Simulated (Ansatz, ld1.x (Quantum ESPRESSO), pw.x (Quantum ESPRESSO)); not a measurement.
**What a changed setting does to a pw.x run (diamond K)**

Potential: norm-conserving Troullier–Martins (Kleinman–Bylander form), ld1.x (Quantum ESPRESSO) 7.5, PBEsol; core [Ar], reference 4s1 4p0; waves: 4p (bound, empty): rc 4.10 bohr; 3d channel at -0.05 Ry: rc 4.25 bohr; 4s (bound): rc 3.60 bohr; local part: the s channel; core correction: Bessel-smoothed model core, default radius (core density twice the valence density).

The reference run (k-mesh 8³, cutoffs 50/200 Ry, Fermi–Dirac 0.01 Ry, mixing_beta 0.4, conv_thr 1e-9, no spin) gives -0.01 GPa at 105.574 Å³/atom, where all-electron LAPW gives -0.00 GPa. This run, with its own iteration cap, changes nspin = 2 with starting_magnetization to -0.3.

```
&control
  calculation='scf', prefix='x', pseudo_dir='./', outdir='./tmp', tstress=.true., disk_io='none'
/
&system
  ibrav=0, nat=2, ntyp=1, ecutwfc=50, ecutrho=200, nbnd=8,
  occupations='smearing', smearing='fd', degauss=0.01, nspin=2, starting_magnetization(1)=-0.3
/
&electrons
  conv_thr=1e-09, mixing_beta=0.4, electron_maxstep=50
/
ATOMIC_SPECIES
K 1.0 K.UPF
CELL_PARAMETERS angstrom
  0.00000000 4.72627505 4.72627505
  4.72627505 0.00000000 4.72627505
  4.72627505 4.72627505 0.00000000
ATOMIC_POSITIONS crystal
K 0.0000 0.0000 0.0000
K 0.2500 0.2500 0.2500
K_POINTS automatic
8 8 8 0 0 0
```

```bash
pw.x < K.scf.in > K.scf.out
```

Task: How does the run end?

Result: It converges in 7 iterations; the free energy moves by +0.0 meV/atom and the pressure by +0.00 GPa. The result is that of the reference run.

```
Message from routine setup:
     using ibrav=0 with symmetry is DISCOURAGED, use correct ibrav instead
     lattice parameter (alat)  =      12.6309  a.u.
     unit-cell volume          =    1424.8973 (a.u.)^3
     number of electrons       =         2.00
     number of Kohn-Sham states=            8
     kinetic-energy cutoff     =      50.0000  Ry
     charge density cutoff     =     200.0000  Ry
     scf convergence threshold =      1.0E-09
     Exchange-correlation= PBESOL
     atomic species   magnetization
     number of k points=    29  Fermi-Dirac smearing, width (Ry)=  0.0100
     iteration #  1     ecut=    50.00 Ry     beta= 0.40
     c_bands:  1 eigenvalues not converged
     c_bands:  1 eigenvalues not converged
     total energy              =      -5.12951067 Ry
     estimated scf accuracy    <       0.00111650 Ry
     total magnetization       =    -0.25 Bohr mag/cell
     absolute magnetization    =     0.25 Bohr mag/cell
     iteration #  2     ecut=    50.00 Ry     beta= 0.40
     total energy              =      -5.13020609 Ry
     estimated scf accuracy    <       0.00034942 Ry
     total magnetization       =    -0.19 Bohr mag/cell
     absolute magnetization    =     0.19 Bohr mag/cell
     iteration #  3     ecut=    50.00 Ry     beta= 0.40
     total energy              =      -5.13060165 Ry
     estimated scf accuracy    <       0.00000542 Ry
     total magnetization       =    -0.09 Bohr mag/cell
     absolute magnetization    =     0.09 Bohr mag/cell
     iteration #  4     ecut=    50.00 Ry     beta= 0.40
     c_bands:  1 eigenvalues not converged
     total energy              =      -5.13071783 Ry
     estimated scf accuracy    <       0.00000034 Ry
     total magnetization       =    -0.03 Bohr mag/cell
     absolute magnetization    =     0.03 Bohr mag/cell
     iteration #  5     ecut=    50.00 Ry     beta= 0.40
     total energy              =      -5.13072618 Ry
     estimated scf accuracy    <       0.00000009 Ry
     total magnetization       =    -0.01 Bohr mag/cell
     absolute magnetization    =     0.01 Bohr mag/cell
     iteration #  6     ecut=    50.00 Ry     beta= 0.40
     total energy              =      -5.13072913 Ry
     estimated scf accuracy    <       0.00000059 Ry
     total magnetization       =     0.00 Bohr mag/cell
     absolute magnetization    =     0.00 Bohr mag/cell
     iteration #  7     ecut=    50.00 Ry     beta= 0.40
     the Fermi energy is    -0.9295 ev
!    total energy              =      -5.13072933 Ry
     estimated scf accuracy    <          8.0E-10 Ry
     smearing contrib. (-TS)   =      -0.00738974 Ry
     The total energy is F=E-TS. E is the sum of the following terms:
     one-electron contribution =       0.41949665 Ry
     hartree contribution      =       0.00574955 Ry
     xc contribution           =      -4.94545313 Ry
     ewald contribution        =      -0.60313265 Ry
     total magnetization       =    -0.00 Bohr mag/cell
     absolute magnetization    =     0.00 Bohr mag/cell
     convergence has been achieved in   7 iterations
          total   stress  (Ry/bohr**3)                   (kbar)     P=       -0.09
     Message from routine punch:
     Nothing written, as per user request (disk_io='none')
```

The run took about 58 s on one core of a shared host (Neoverse-V2, 96 threads, 742 GiB, load 91).
